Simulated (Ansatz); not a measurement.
**SrAg$_{2}$Sn$_{2}$ (I4/mmm)**

Method: DFT PBEsol, scalar-relativistic, plane waves, PAW (Ansatz).

Cutoff 420 eV; k points 12×12×12 on the computed 5-atom cell (Γ-centred); Gaussian smearing, width 0.10 eV; no spin polarisation.

The structure is relaxed at this level of theory with its symmetry kept. Whether it is the stable form of this composition wasn't checked.

Symmetry: I4/mmm, No. 139, tetragonal system. Conventional cell: a = 4.652 Å, b = 4.652 Å, c = 11.482 Å, α = 90.00°, β = 90.00°, γ = 90.00°. Sr (site symmetry 4/mmm) is surrounded by 8 Sn at 3.58 Å and 8 Ag at 3.69 Å. Ag (site symmetry -4m2) is surrounded by 4 Sn at 2.75 Å. Around Sn (site symmetry 4mm) lie 4 Ag at 2.75 Å and 1 Sn at 2.80 Å.

| Item | Value |
| --- | --- |
| Volume per atom | 24.85 Å³ |
| Formation energy from the elements' standard states (uncorrected) | -0.385 eV/atom |
| Kohn–Sham band gap | none (metal) |
| Density of states at the Fermi level | 1.60 states/eV per cell |
| Löwdin character within 0.5 eV of the Fermi level | Sn 5p 67 %, Ag 4d 9 %, unprojected 15 % |
| Bulk modulus | 59 GPa |
| Its pressure derivative | 4.8 |
| Bader charges (e) | Sr (1 in the cell) 1.34, Ag (2 in the cell) -0.45, Sn (2 in the cell) -0.21 |